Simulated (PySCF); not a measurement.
# Stretching NO

Set-up: PySCF, no relativity, basis sets N aug-cc-pVDZ, O aug-cc-pVDZ. Energies in eV from N + O in their ground configurations at the same level. State: ²Π (doublet), unpaired electrons π ↑.

```tsv
R (Å)	UHF-CCSD(T)
1.035	-4.563
1.081	-5.323
1.115	-5.632
1.150	-5.768
1.185	-5.759
1.230	-5.592
1.288	-5.220
1.357	-4.629
```

Correlated steps freeze 2 core orbitals. Correlated levels converge slowly with the basis: in double zeta they bind strong bonds too weakly, by up to about 1 eV, and carry superposition errors of some tenths. The state was picked by a PBE0 search and need not be the measured ground state.
